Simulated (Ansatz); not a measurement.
Ideal-gas functions of H3O2Si, SMILES `[O][SiH2]O` radical at 800 K and 1 bar, from an Ansatz frequency run at PBE0-D4/def2-TZVP.

Molar mass 63.11 g/mol, point group C1 (symmetry number 1), electronic degeneracy 2, moments of inertia 18.673, 68.734, 80.374 u Å². Harmonic wavenumbers (cm⁻¹, unscaled): 227, 320, 440, 662, 783, 828, 877, 901, 975, 2166, 2258, 3921.

Use S(trans) = R[1.5 ln M + 2.5 ln T − 1.1517]; rotational temperatures θ = 24.2544 K / I; S(rot) = R[ln(√π/σ · √(T³/θAθBθC)) + 1.5]; for each mode x = 1.438777 ν̃/T, S = R[x/(eˣ − 1) − ln(1 − e⁻ˣ)] and H = RT x/(eˣ − 1); 1 cm⁻¹ = 0.0119627 kJ/mol; R = 8.31446 J/(mol·K).

Task: By hand: the entropy, in J/(mol·K).

Result: Translation 181.1. Rotation: θ = 1.2989, 0.3529, 0.3018 K, giving 108.8. Vibration, mode by mode: 15.82, 13.02, 10.47, 7.34, 6.12, 5.73, 5.34, 5.16, 4.63, 0.84, 0.74, 0.06, in all 75.3. Electronic 5.8. Sum 371.0 J/(mol·K).

Task: By hand: H − E and G − E in kJ/mol, counted from the electronic energy.

Result: Zero-point energy ½ × 14358 × 0.0119627 = 85.9; thermal vibration 32.9; translation, rotation and pV give 4 RT = 26.6. H − E = 145.4 kJ/mol, and G − E = 145.4 − 800 × 371.0/1000 = -151.4 kJ/mol.

Vibration gives 20 % of the entropy. The sum counts one conformer and one mirror image; others add a mixing term.
